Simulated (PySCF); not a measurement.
Gas-phase reaction: 2 AlH₃ + 3 F + AlCl₃ = 3 AlClF + 3 H₂

Method: PySCF energies plus ideal-gas RRHO corrections (1 bar). † marks an energy on the PBE0/def2-TZVP geometry and frequencies; other levels use their own. MP2 and CCSD(T) freeze the core. 6-31G* has spherical d functions here. Open shells (unrestricted): F (multiplicity 2, electronic degeneracy 6), AlClF (multiplicity 2); the rest are closed-shell singlets. Spin-orbit splitting is ignored; it lowers the true energy and changes the entropy of F. B3LYP is the form with VWN-RPA correlation. AlH₃: computed as isolated molecules; such fragments, hydroxides, amides, oligomers or adducts are transient or little studied in the gas. MP2 isn't extrapolated to the basis-set limit; its ΔH°(298 K) is -1147.8 kJ in def2-SVP and -1261.6 kJ in def2-TZVPP. CCSD(T) isn't extrapolated to the basis-set limit; its ΔH°(298 K) is -1042.8 kJ in def2-SVP and -1144.2 kJ in def2-TZVPP. The harmonic model lacks anharmonicity and excited electronic states, which grow with temperature; levels with a mode under 35 cm⁻¹ are left out.

| level | ΔE electronic, kJ | ΔH°(298 K), kJ | ΔS°(298 K), J/K | ΔG°(2500 K), kJ |
|---|---|---|---|---|
| B3LYP/6-31G* | -1176 | -1172 | 32 | -1225 |
| CCSD(T)/def2-TZVPP† | -1148 | -1144 | 32 | -1197 |
| HF/def2-TZVP† | -856 | -852 | 32 | -905 |
| MP2/def2-SVP† | -1152 | -1148 | 32 | -1201 |
| MP2/def2-TZVPP† | -1265 | -1262 | 32 | -1315 |
| PBE/def2-SVP | -1210 | -1207 | 33 | -1261 |
| PBE/def2-TZVP† | -1257 | -1253 | 32 | -1307 |
| PBE0/def2-SVP† | -1105 | -1101 | 32 | -1154 |
| PBE0/def2-TZVP | -1166 | -1162 | 32 | -1215 |
| LDA/def2-TZVP† | -1401 | -1397 | 32 | -1450 |
| ωB97X-V/def2-TZVP† | -1133 | -1129 | 32 | -1182 |
ΔH° is lowest at LDA/def2-TZVP† and highest at HF/def2-TZVP†. No reference value is set beside these.
